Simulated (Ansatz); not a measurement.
# C3H9N: the cost of one run

Program: Ansatz 0.2.0. Level of theory: the levels named in each step. These are calculated values, not measurements.

## Step 1: The starting structure

Bond lengths: C1–C2 1.533 Å, C2–N3 1.450 Å, N3–C4 1.448 Å, C1–H5 1.089 Å, C1–H6 1.087 Å, C1–H7 1.087 Å, C2–H8 1.094 Å, C2–H9 1.094 Å, N3–H10 1.016 Å, C4–H11 1.090 Å, C4–H12 1.100 Å, C4–H13 1.089 Å. Angles (14 of 21 angles, heavy atoms first): C1–C2–N3 115.7°, C2–N3–C4 114.9°, C1–C2–H8 109.0°, C1–C2–H9 109.6°, N3–C2–H8 106.9°, N3–C2–H9 107.4°, C2–C1–H5 110.4°, C2–C1–H6 110.0°, C2–C1–H7 111.0°, C2–N3–H10 109.5°, C4–N3–H10 109.8°, N3–C4–H11 108.5°, N3–C4–H12 114.5°, N3–C4–H13 108.5°.

Coordinates:

```xyz
13

C     1.4543    0.7859   -0.3055
C     0.5687   -0.4353   -0.5768
N    -0.4613   -0.6962    0.4094
C    -1.5455    0.2637    0.4280
H     1.9384    0.6947    0.6656
H     2.2245    0.8630   -1.0684
H     0.8686    1.7021   -0.3174
H     1.1983   -1.3291   -0.6232
H     0.0734   -0.3208   -1.5450
H    -0.0402   -0.7573    1.3321
H    -2.0151    0.2737   -0.5561
H    -1.2422    1.2907    0.6778
H    -2.2844   -0.0621    1.1590
```

## Step 2: A rough first relaxation, PBE-D4/def2-SVP

This run stands in another session on the same molecule. It ended at:

```xyz
13

C     1.4516    0.7938   -0.3185
C     0.5840   -0.4509   -0.5661
N    -0.4802   -0.7145    0.3931
C    -1.5443    0.2715    0.4424
H     1.9605    0.7357    0.6674
H     2.2387    0.8938   -1.0943
H     0.8536    1.7280   -0.3328
H     1.2387   -1.3496   -0.6027
H     0.1168   -0.3793   -1.5747
H    -0.0812   -0.8554    1.3287
H    -2.0481    0.3234   -0.5474
H    -1.2409    1.3190    0.7051
H    -2.3117   -0.0425    1.1793
```

## Step 3: Relaxation, PBE0-D4/def2-TZVPP

This run stands in another session on the same molecule. It ended at:

```xyz
13

C     1.4243    0.7925   -0.3147
C     0.5799   -0.4514   -0.5655
N    -0.4753   -0.7181    0.3917
C    -1.5212    0.2787    0.4375
H     1.9159    0.7392    0.6606
H     2.2031    0.8916   -1.0745
H     0.8241    1.7040   -0.3386
H     1.2309   -1.3301   -0.5955
H     0.1149   -0.3842   -1.5551
H    -0.0809   -0.8550    1.3128
H    -2.0029    0.3380   -0.5424
H    -1.1921    1.2938    0.7063
H    -2.2833   -0.0259    1.1570
```

## Step 4: Frequencies, PBE0-D4/def2-TZVPP

File input.yaml:

```yaml
crystal:
  periodic: [false, false, false]
  atoms:
    - { symbol: C, position_ang: [1.42432833, 0.79251399, -0.3146651] }
    - { symbol: C, position_ang: [0.57986239, -0.45141268, -0.56554693] }
    - { symbol: "N", position_ang: [-0.47526352, -0.71813133, 0.39167627] }
    - { symbol: C, position_ang: [-1.52116894, 0.27871652, 0.43751417] }
    - { symbol: H, position_ang: [1.91590189, 0.73916308, 0.66061579] }
    - { symbol: H, position_ang: [2.20309758, 0.89155665, -1.07451088] }
    - { symbol: H, position_ang: [0.8241103, 1.70396664, -0.33857419] }
    - { symbol: H, position_ang: [1.23093123, -1.33008574, -0.59547128] }
    - { symbol: H, position_ang: [0.11493177, -0.3841955, -1.55514525] }
    - { symbol: H, position_ang: [-0.0809041, -0.85499005, 1.31283499] }
    - { symbol: H, position_ang: [-2.00292235, 0.33801169, -0.54239796] }
    - { symbol: H, position_ang: [-1.19214074, 1.29379362, 0.70628938] }
    - { symbol: H, position_ang: [-2.28325385, -0.02590691, 1.15697098] }
basis:
  gaussian: { orbitals: def2-TZVPP }
hamiltonian:
  xc: pbe0
  dispersion: d4
phonons: {}
```

Launch:

```console
ansatz run input.yaml --threads 4 --pin off --max-ram 10240MiB --backend cpu --events-out ev --progress --plain --runs-dir out
```

Q: Estimate wall time and peak memory on 4 threads of Intel Xeon at 2.50GHz (Skylake/Cascade Lake), shared host.

About 6.9 min, with a peak of 0.66 GiB.
